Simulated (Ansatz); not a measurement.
We consider grey tin (α-Sn), described by PBE-D4 (plane waves, PAW; Ansatz, a first-principles code).

Settings: plane-wave cutoff 520 eV, 10×10×10 k mesh, Fermi–Dirac smearing 0.01 eV, scalar-relativistic PAW data made under PBE.

A third-order Birch–Murnaghan fit to the energies gives V0 = 35.335 Å³/atom, B0 = 39.9 GPa, B′ = 5.7.

```tsv
V (Å³/atom)	P (GPa)
33.218	2.927
33.925	1.829
34.632	0.855
35.339	-0.005
36.045	[?]
36.752	[?]
37.459	-1.968
```

**Question.** Estimate the withheld pressures from this fit; the answers are the runs' own values.

**Answer.** 
- 36.045, P (GPa): -0.755
- 36.752, P (GPa): -1.403

The formula P = (3/2) B0 (x^(7/3) − x^(5/3)) [1 + (3/4)(B′ − 4)(x^(2/3) − 1)] with x = V0/V meets the computed pressures within 0.02 GPa when these rounded values are put in.

Measured, for comparison: bulk modulus 42.8 GPa (0 K value with the zero-point phonon effect removed; as tabulated in Mejia-Rodriguez and Trickey (2018), arXiv:1807.09216); equilibrium volume per atom 33.97 Å³/atom (static lattice: zero-point anharmonic expansion removed; as tabulated in Mejia-Rodriguez and Trickey (2018), arXiv:1807.09216). Computed (rounded) less measured: bulk modulus -7 %, equilibrium volume per atom +4.0 %.

Spin–orbit coupling is not included; it can open a gap where bands touch, and shift volumes and moduli.

Computed values are for the static lattice.
